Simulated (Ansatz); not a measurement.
## Relaxing tungsten (bcc)

All numbers below come from Ansatz, DFT, PBEsol, plane waves (420 eV) with PAW, scalar-relativistic. The PAW files were generated under PBE, with cores re-solved for the functional.

k-point mesh 14×14×14, Fermi-Dirac smearing 0.1 eV, no spin polarisation. Cell and atoms relax.

Starting structure:

```
CELL_PARAMETERS angstrom
-1.58234 1.58234 1.58234
1.58234 -1.58234 1.58234
1.58234 1.58234 -1.58234
ATOMIC_POSITIONS crystal
W 0.00000 0.00000 0.00000
```

Q: What cell does the relaxation end in?

A: Im-3m with a = 3.155 Å; 15.70 Å³ per atom against 15.85 at the start (-0.9 %).

Q: How much energy does the relaxation gain?

A: 1.4 meV per atom.

Path of the relaxation (the plane waves are chosen anew near the end, which can shift the energy a little):

| step | E − E(final) (meV/atom) | V (Å³/atom) | P (GPa) | max force (eV/Å) |
| --- | --- | --- | --- | --- |
| 0 | 1.42 | 15.847 | -3.00 | 0.000 |
| 1 | -0.05 | 15.703 | -0.12 | 0.000 |
| 2 | -0.05 | 15.697 | 0.00 | 0.000 |
| 3 | 0.00 | 15.697 | 0.00 | 0.000 |
